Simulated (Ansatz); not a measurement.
**SiNH4O (SMILES [NH][SiH2]O) at 5 levels**

Aim: a comparison of 5 runs (UHF/STO-3G, UB3LYP/6-31G*, UPBE0/def2-SVP, UCCSD(T)/STO-3G, UCCSD(T)/def2-SVP) of SiNH4O. 

The calculation is run with Ansatz 0.2.0.

5 further runs of the same task are left out: 2 for a known fault of the program, 1 that didn't finish, 2 set aside as unsound or not needed.

**1. Starting point**

SiNH4O has 7 atoms, charge 0, and is taken as a doublet. SMILES: `[NH][SiH2]O`. The shape is that of a PBE0-D4/def2-TZVP optimisation. This is one conformer, not always the lowest.

Bond lengths: N1–Si2 1.741 Å, Si2–O3 1.637 Å, N1–H4 1.022 Å, Si2–H5 1.484 Å, Si2–H6 1.493 Å, O3–H7 0.959 Å. Angles: N1–Si2–O3 110.5°, N1–Si2–H5 113.2°, N1–Si2–H6 105.1°, O3–Si2–H5 105.4°, O3–Si2–H6 112.1°, Si2–N1–H4 114.4°, Si2–O3–H7 117.6°, H5–Si2–H6 110.7°.

**2. Energy and forces at UHF/STO-3G (run 1)**

The input, run.yaml:

```yaml
basis:
  gaussian:
    orbitals: STO-3G
crystal:
  periodic: [false, false, false]
  atoms:
    - {symbol: N, position_ang: [-1.219700, -0.362600, 0.666700]}
    - {symbol: Si, position_ang: [0.116600, 0.212100, -0.290000]}
    - {symbol: O, position_ang: [1.398500, -0.795100, -0.146900]}
    - {symbol: H, position_ang: [-2.101000, 0.125500, 0.496300]}
    - {symbol: H, position_ang: [-0.184300, 0.263000, -1.742100]}
    - {symbol: H, position_ang: [0.414600, 1.577200, 0.236200]}
    - {symbol: H, position_ang: [1.636600, -1.088000, 0.734200]}
magnetization:
  spin_polarized: true
  initial_magnetization: 1
hamiltonian:
  xc: hf
accuracy: high
output: {forces: true, orbitals: {seedname: orbitals}}
```

Launch:

```
ansatz run run.yaml --threads 1 --pin off --max-ram 2610MiB --events-out events.jsonl --progress --plain --runs-dir runs
```

The log of the run:

```text
Warning: RAYON_NUM_THREADS=1 ignored (pool sized by the plan → 1); use --threads N
Functional definition: HF
  name "HF"
  exchange = exact_x
  correlation = 0
437 factors; integrals over basis functions are off by at most 3.1e-8 eV
mean field evaluation 1: about -11303.5178 eV, gradient 1.7e1 eV
mean field evaluation 2: about -11303.5749 eV, gradient 1.7e1 eV
mean field evaluation 4: about -11305.8824 eV, gradient 1.2e0 eV
mean field evaluation 8: about -11305.9029 eV, gradient 1.5e-2 eV
mean field evaluation 16: about -11304.0981 eV, gradient 4.7e0 eV
mean field evaluation 32: about -11305.8694 eV, gradient 7.4e-1 eV
mean field -11305.90292150 eV, -415.4842689489 hartree, gradient 1.4e-8 eV, S^2 0.758267; 0 other end points of the search recorded, 0 dependent functions left out
the calculation of the forces begins
reference -11305.90292150 eV, -415.4842689489 hartree; 17, 16 occupied and 6, 7 virtual orbitals, 437 factors
Total energy: -11305.90292150 eV, -415.4842689489 hartree
Atom 0 at    -1.219700    -0.362600     0.666700 Å, force     0.076013    -1.586971     1.285222 eV/Å
Atom 1 at     0.116600     0.212100    -0.290000 Å, force     0.287976     2.738208    -1.397961 eV/Å
Atom 2 at     1.398500    -0.795100    -0.146900 Å, force     0.706214    -0.408916    -1.715796 eV/Å
Atom 3 at    -2.101000     0.125500     0.496300 Å, force    -0.971111     0.842714    -0.502641 eV/Å
Atom 4 at    -0.184300     0.263000    -1.742100 Å, force     0.286594    -0.019716     1.582925 eV/Å
Atom 5 at     0.414600     1.577200     0.236200 Å, force    -0.244427    -1.505205    -0.705371 eV/Å
Atom 6 at     1.636600    -1.088000     0.734200 Å, force    -0.141260    -0.060114     1.453621 eV/Å
Dipole moment:    -0.122065     0.277935     0.005052 e Å
```

Run time: 1.1 s. Hardware: 1 thread of AMD EPYC 7R43 (Zen 3), shared host; peak memory 0.23 GiB.

**3. Energy and gradient at UB3LYP/6-31G(d) (Cartesian functions) (run 2)**

The input, input.yaml:

```yaml
crystal:
  periodic: [false, false, false]
  atoms:
    - {symbol: N, position_ang: [-1.219700, -0.362600, 0.666700]}
    - {symbol: Si, position_ang: [0.116600, 0.212100, -0.290000]}
    - {symbol: O, position_ang: [1.398500, -0.795100, -0.146900]}
    - {symbol: H, position_ang: [-2.101000, 0.125500, 0.496300]}
    - {symbol: H, position_ang: [-0.184300, 0.263000, -1.742100]}
    - {symbol: H, position_ang: [0.414600, 1.577200, 0.236200]}
    - {symbol: H, position_ang: [1.636600, -1.088000, 0.734200]}
basis:
  gaussian:
    orbitals: "6-31G*"
magnetization:
  spin_polarized: true
  initial_magnetization: 1
hamiltonian:
  xc: {name: B3LYP}
accuracy: high
output: {forces: true, orbitals: {seedname: orbitals}}
```

Launch:

```
ansatz run input.yaml --threads 1 --pin off --max-ram 2610MiB --events-out events.jsonl --progress --plain --runs-dir runs
```

The log of the run (excerpt; [...] marks lines left out):

```text
Warning: RAYON_NUM_THREADS=1 ignored (pool sized by the plan → 1); use --threads N
Functional definition: B3LYP
  name "B3LYP"
[...]
1242 factors; integrals over basis functions are off by at most 3.5e-9 eV
[...]
mean field -11479.14269303 eV, -421.8507131264 hartree, gradient 7.1e-8 eV, S^2 0.753244; 2 other end points of the search recorded, 0 dependent functions left out
[...]
reference -11479.14272812 eV, -421.8507144161 hartree; 17, 16 occupied and 40, 41 virtual orbitals, 1242 factors
Total energy: -11479.14272812 eV, -421.8507144161 hartree
Atom 0 at    -1.219700    -0.362600     0.666700 Å, force    -0.107184    -0.187026     0.237436 eV/Å
Atom 1 at     0.116600     0.212100    -0.290000 Å, force    -0.132057     0.362595    -0.173178 eV/Å
Atom 2 at     1.398500    -0.795100    -0.146900 Å, force     0.379715    -0.263976    -0.400219 eV/Å
Atom 3 at    -2.101000     0.125500     0.496300 Å, force    -0.225021     0.088219    -0.020755 eV/Å
Atom 4 at    -0.184300     0.263000    -1.742100 Å, force     0.012072     0.036099    -0.038510 eV/Å
Atom 5 at     0.414600     1.577200     0.236200 Å, force    -0.018961     0.078529    -0.010616 eV/Å
Atom 6 at     1.636600    -1.088000     0.734200 Å, force     0.091437    -0.114440     0.405842 eV/Å
Dipole moment:    -0.134814     0.207062     0.107030 e Å
```

It took 11 s on 1 thread of AMD EPYC 7R43 (Zen 3), shared host; peak memory 0.23 GiB.

Runs 3 to 4 aren't shown in full; the table further down has their settings and results.

**4. Energy and gradient at UCCSD(T)/def2-SVP (run 5)**

The input, job.yaml:

```yaml
crystal:
  periodic: [false, false, false]
  atoms:
    - {symbol: N, position_ang: [-1.219700, -0.362600, 0.666700]}
    - {symbol: Si, position_ang: [0.116600, 0.212100, -0.290000]}
    - {symbol: O, position_ang: [1.398500, -0.795100, -0.146900]}
    - {symbol: H, position_ang: [-2.101000, 0.125500, 0.496300]}
    - {symbol: H, position_ang: [-0.184300, 0.263000, -1.742100]}
    - {symbol: H, position_ang: [0.414600, 1.577200, 0.236200]}
    - {symbol: H, position_ang: [1.636600, -1.088000, 0.734200]}
basis:
  gaussian: {orbitals: def2-SVP}
magnetization: {spin_polarized: true, initial_magnetization: 1}
correlation: {method: ccsd_t, frozen_orbitals: {H: 0, "N": 1, O: 1, Si: 5}}
accuracy: high
scf: {omitted_lower_state_checks: [cluster_reference, increment]}
output: {forces: true, orbitals: {seedname: orbitals}}
```

Launch:

```
ansatz run job.yaml --threads 1 --pin off --max-ram 2610MiB --events-out events.jsonl --progress --plain --runs-dir runs
```

The log of the run:

```text
Warning: RAYON_NUM_THREADS=1 ignored (pool sized by the plan → 1); use --threads N
[... 12 lines left out ...]
7 core orbitals not correlated: weight in the atoms' cores, before any rotation towards them, 1.000 or more for the frozen orbitals, at most 0.000 for the correlated occupied ones
[... 33 lines left out ...]
Total energy: -11451.99302370 eV, -420.8529811814 hartree
[... 7 lines left out ...]
Dipole moment:    -0.140402     0.170661     0.120885 e Å
Checks for a lower state left out: cluster_reference, increment
```

Run time: 2.2 min. Hardware: 1 thread of AMD EPYC 7R43 (Zen 3), shared host; peak memory 0.67 GiB.

**5. The series**

| run | level | Cartesian functions | frozen core orbitals | energy (Eh) | dipole moment (D) | HOMO energy (eV) | LUMO energy (eV) | wall time |
| --- | --- | --- | --- | --- | --- | --- | --- | --- |
| 1 | UHF/STO-3G | no | – | -415.484269 | 1.46 | -8.23 | 8.35 | 1.1 s |
| 2 | UB3LYP/6-31G* (Cartesian functions) | yes | – | -421.850714 | 1.29 | -7.50 | -3.48 | 11 s |
| 3 | UPBE0/def2-SVP | no | – | -421.391108 | 1.20 | -7.82 | -3.10 | 17 s |
| 4 | UCCSD(T)/STO-3G | no | 7 | -415.617550 | 1.23 | -8.23 | 8.35 | 3.3 s |
| 5 | UCCSD(T)/def2-SVP | no | 7 | -420.852981 | 1.21 | -11.57 | 2.36 | 2.2 min |

**6. Outcome**

| quantity | value |
| --- | --- |
| run 5: total energy | -420.85298 Eh |
| run 5: dipole moment (correlated density) | 1.21 D |
| run 5: HOMO energy (Hartree–Fock orbitals) (highest over α and β) | -11.57 eV |
| run 5: LUMO energy (Hartree–Fock orbitals) (lowest over α and β) | 2.36 eV |
| run 5: correlation energy (7 core orbitals frozen) | -462.8 mEh |
| run 5: (T) correction | -9.43 mEh |
| run 5: ⟨S²⟩ of the reference determinant | 0.758 |
| run 5: T1 diagnostic | 0.013 |
| run 5: largest force on an atom | 0.811 eV/Å |

In words: The dipole moment (its size) runs from 1.20 D (UPBE0/def2-SVP) to 1.46 D (UHF/STO-3G). The two ends differ in method and basis. Totals of different functionals can't be ranked against each other. In runs 1, 4 the basis is minimal, so the values are rough. All runs together took 2.8 min, the longest 2.2 min.
